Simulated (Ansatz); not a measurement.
**BHO (singlet): wave-function methods side by side, 6-31G**

Aim: climb from Hartree-Fock through coupled cluster and multireference methods for BHO (singlet) at one geometry and basis, and see what each rung misses.

The runs use Ansatz 0.2.0, Gaussian basis; 6-31G, core rule «outside noble gas», up to 2 orbitals frozen.

To be run: UHF; CCSD(T) on RHF; BCCD(T) on RHF; CISD; CCSDT(Q) on RHF; CISDTQ; CCSDTQ on RHF; CASSCF and MRCISD+Q, 10 electrons in 9 orbitals; CASSCF and MRCISD+Q(relaxed), 10 electrons in 9 orbitals; CASSCF and NEVPT2, 10 electrons in 9 orbitals; Full CI.

9 further runs of the same task are left out: 2 that didn't finish, 7 set aside as unsound or not needed.

**1. What is computed**

The geometry is a PBE0/def2-TZVP stationary point (not a proven minimum).

3 atoms, charge 0, spin multiplicity 1.

Atoms are counted from 1 here; the program's logs count them from 0.

Bond lengths: B1–O2 1.198 Å, B1–H3 1.173 Å. Angles: O2–B1–H3 180.0°.

Coordinates:

```xyz
3
BHO
B     0.00000    0.00000    0.00842
O     0.00000    0.00000   -1.18954
H     0.00000    0.00000    1.18112
```

**2. UHF**

in.yaml

```yaml
crystal:
  periodic: [false, false, false]
  atoms:
    - {symbol: B, position_ang: [0.000000, 0.000000, 0.008418]}
    - {symbol: O, position_ang: [0.000000, 0.000000, -1.189543]}
    - {symbol: H, position_ang: [0.000000, 0.000000, 1.181125]}
basis:
  gaussian: {orbitals: 6-31G}
magnetization: {spin_polarized: true, initial_magnetization: 0}
hamiltonian: {xc: hf}
output: {orbitals: {seedname: orbitals}}
```

Started as:

```sh
ansatz run in.yaml --threads 1 --pin off --events-out ev --progress --plain --max-ram 2393MiB
```

After this run come: CCSD(T) on RHF; BCCD(T) on RHF; CISD; CCSDT(Q) on RHF; CISDTQ; CCSDTQ on RHF; CASSCF and MRCISD+Q, 10 electrons in 9 orbitals; CASSCF and MRCISD+Q(relaxed), 10 electrons in 9 orbitals; CASSCF and NEVPT2, 10 electrons in 9 orbitals; Full CI.

**Question.** What will the summary of the whole plan be? Wanted: FCI below the RHF energy; RMP2 from FCI; RCCSD from FCI; RCCSD(T) from FCI; RCCSDT(Q) from FCI; NEVPT2 valence from FCI; MRCISD+Q valence from FCI; MRCISD+Q(relaxed) valence from FCI; T1 diagnostic.

**Answer**, as computed:

| quantity | value |
| --- | --- |
| FCI below the RHF energy | -5.4760 eV |
| RMP2 from FCI | +5.43 kcal/mol |
| RCCSD from FCI | +4.86 kcal/mol |
| RCCSD(T) from FCI | +0.71 kcal/mol |
| RCCSDT(Q) from FCI | -0.09 kcal/mol |
| NEVPT2 valence from FCI | +9.41 kcal/mol |
| MRCISD+Q valence from FCI | +0.56 kcal/mol |
| MRCISD+Q(relaxed) valence from FCI | -0.03 kcal/mol |
| levels within 1 kcal/mol (43 meV) | RCCSD(T), BCCD(T), RCCSDT, CISDTQ, RCCSDT(Q), RCCSDTQ, MRCISD+Q valence, MRCISD+Q(relaxed) valence |
| T1 diagnostic | 0.024 |
| effectively unpaired electrons | 0.06 |

**Reading.** RCCSD(T) misses by +0.71 kcal/mol, 0.6 % of the correlation energy. RCCSDT(Q) falls below full CI, which methods that aren't variational can do. One determinant dominates. Of the multireference levels listed MRCISD+Q(relaxed) valence comes nearest in total energy (-0.03 kcal/mol), which doesn't show that its space is the better one. These misses are within one basis, not against nature.
